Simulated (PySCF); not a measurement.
# Boron: a sound run and one with changed settings

Sound run: B [He] 2s2 2p1, B⁺ [He] 2s2. Computed with PySCF 2.14 in 6-31G* (3s2p1d, 14 functions), with no relativity, point nucleus. The sound run starts from symmetry-adapted Hartree-Fock orbitals and uses a fine grid where one is needed.

Changed run: initial guess atom, at most 3 SCF cycles. This setting is unsound on purpose.

```tsv
species	method	sound run (hartree)	changed run (hartree)	converged
B	UHF	-24.52197	-24.52189	no
B	TPSS	-24.65914	-24.65913	no
B	BP86	-24.64068	-24.64067	no
B⁺	UHF	-24.23404	-24.23404	no
B⁺	TPSS	-24.34281	-24.34281	no
B⁺	BP86	-24.32598	-24.32598	no
```

The SCF was stopped early; the energies are upper bounds that still move, and correlated levels were skipped or rest on poor orbitals.
